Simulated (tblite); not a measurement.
C₄H₈N (doublet state).
Numbering: `[H]/[C:1]=[CH:2]\[C@H:3]([CH3:4])[NH2:5]` (hydrogens: H6 on C1; H7 on C2; H8 on C3; H9, H10, H11 on C4; H12, H13 on N5)

Structure used (GFN2-xTB), in Å, numbered top down from 1:
```
atom  x, y, z in Å
C1     2.098   -1.042   -0.011
C2     0.984   -0.607    0.465
C3    -0.168    0.027   -0.359
C4    -0.470    1.412    0.201
N5    -1.358   -0.783   -0.332
H6     2.552   -1.099   -0.975
H7     0.746   -0.666    1.520
H8     0.154    0.109   -1.402
H9     0.415    2.040    0.150
H10   -1.268    1.873   -0.376
H11   -0.790    1.340    1.239
H12   -1.693   -0.912    0.616
H13   -1.205   -1.691   -0.754
```

Level: GFN2-xTB in tblite, geometry and Hessian alike; calculated harmonic values, unscaled, isolated species. The method is semi-empirical: single wavenumbers can be off by several per cent or more. One conformer, not necessarily the lowest. Open shells enter through the occupations alone, without spin polarisation, and single modes of such species can be off by tens of per cent.

Harmonic wavenumbers (cm⁻¹): 73.8, 200.6, 296.0, 308.4, 322.4, 356.6, 488.5, 633.3, 751.2, 851.9, 889.3, 943.5, 950.1, 988.2, 1060.8, 1147.4, 1178.0, 1238.7, 1269.4, 1330.3, 1398.7, 1484.5, 1489.4, 1548.3, 1724.5, 2943.0, 3005.1, 3025.6, 3038.2, 3047.1, 3168.3, 3395.9, 3437.8.

A = 7979, B = 3854, C = 2955 MHz; mass 70.066 u (most abundant isotopes); point group C1, symmetry number 1; spin multiplicity 2.

Task: Zero-point energy?

Result: ½Σν̃ = 23992 cm⁻¹ = 68.60 kcal/mol.

Task: What is S at 500 K and 1 bar for an ideal gas of classical rigid rotors and harmonic oscillators?

Result: Translation 41.25, rotation 27.21, vibration 25.55, spin (R ln 2) 1.38: S = 95.4 cal/(mol K).

Task: And Cp and H(500 K) − H(0)?

Result: Cp = 36.93 cal/(mol K), of which vibrations give 28.99 (their classical limit is 33 R = 65.6); H(500 K) − H(0) = 11.07 kcal/mol without the zero-point energy, 7.09 from vibrations.

Task: How do the functions run with temperature in this model?

Result: 
```csv
T (K),S (cal/(mol K)),Cp (cal/(mol K)),H − H(0) (kcal/mol),G − H(0) (kcal/mol),ln q(vib)
150,65.7,15.9,1.70,-8.16,1.04
250,75.3,22.1,3.60,-15.22,2.27
298.15,79.5,25.2,4.74,-18.95,2.90
400,87.8,31.5,7.63,-27.47,4.30
600,102.5,41.4,14.99,-46.53,7.15
900,121.3,51.2,29.00,-80.21,11.35
```

q(vib) and H(0) count from the zero-point level.

Task: Blend soft modes into free rotors: weight 1/[1 + (100 cm⁻¹/ν̃)⁴] for the oscillator and the rest for a rotor with moment μB/(μ + B), μ = h/(8π²ν), B = 10⁻⁴⁴ kg m². What vibrational entropy results?

Result: 24.45 cal/(mol K) in place of 25.55, which changes −T·S at 500 K by +0.55 kcal/mol.

Hindered rotation and anharmonicity are outside this model. Other conformers, if any are populated, would add a mixing term that is left out. The structure is chiral; the term R ln 2 for an equal mix with its mirror image is left out.
